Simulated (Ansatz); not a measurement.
A run of Ansatz (development build ahead of 0.2.0) on singlet PH₃ at this shape:

```xyz
4

P     0.0000    0.0000    0.1198
H     1.1008    0.0000   -0.5988
H    -0.5504    0.9533   -0.5988
H    -0.5504   -0.9533   -0.5988
```

Its results:

```
Converged                       : yes
Reference energy                : -342.47031 hartree
Correlation energy              : -0.15818 hartree
Total energy                    : -342.62849 hartree
Spin squared of the determinant : 0.000
```

(1) Which input gives this output? Name the method, the orbitals and the basis set, and write the input.

Answers

(1) RHF-MP2 in def2-TZVP. An unrestricted run that stays on the closed shell gives the same numbers.

```yaml
crystal:
  periodic: [false, false, false]
  atoms:
    - { symbol: P, position_ang: [0.0, 0.0, 0.11976] }
    - { symbol: H, position_ang: [1.1008, 0.0, -0.59881] }
    - { symbol: H, position_ang: [-0.5504, 0.95332, -0.59881] }
    - { symbol: H, position_ang: [-0.5504, -0.95332, -0.59881] }
basis:
  gaussian: { orbitals: def2-TZVP }
hamiltonian:
  xc: hf
correlation:
  method: mp2
  frozen_orbitals: { H: 0, P: 5 }
```
